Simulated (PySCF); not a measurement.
# F₂⁺: energy against distance

Set-up: PySCF, no relativity, basis sets F def2-TZVP. Energies in eV from F⁺ + F in their ground configurations at the same level. All curves are PBE0. state 1: ²Πg (doublet), unpaired electrons π ↑; state 2: ⁴Σu⁻ (quartet), unpaired electrons σ ↑, π ↑↑, a second solution, started from another occupation.

```
R (Å)  state 1  state 2
1.096   -2.101    7.365
1.147   -2.878    4.773
1.198   -3.310    2.819
1.236   -3.464    1.693
1.274   -3.509    0.802
1.312   -3.467    0.106
1.363   -3.309   -0.578
1.427   -2.998   -1.128
1.503   -2.523   -1.470
1.605   -1.815   -1.582
```

Question: Put a parabola through the three lowest points of the state 1 curve and estimate Re, k and ωe (reduced mass 9.499 u; 1 eV/Å² = 0.16022 mdyn/Å; ωe = 1302.8·√(k/μ) cm⁻¹).

Answer: Through R = 1.236, 1.274, 1.312 Å the second-order coefficient is 30.1 eV/Å², so Re ≈ 1.275 Å, k ≈ 9.65 mdyn/Å and ωe ≈ 1313 cm⁻¹. A polynomial fit of higher order to the unrounded PBE0 energies gives Re = 1.273 Å, k = 9.51 mdyn/Å, ωe = 1303 cm⁻¹; anharmonicity and rounding make the difference.

The higher-order fit for each curve: state 1: Re = 1.273 Å, ωe = 1303 cm⁻¹, De = 3.51 eV; state 2: Re = 1.594 Å, ωe = 804 cm⁻¹, minimum 1.58 eV below the ground-state fragments.

The state is the lowest determinant that a PBE0 search found; another state may lie lower at other levels.
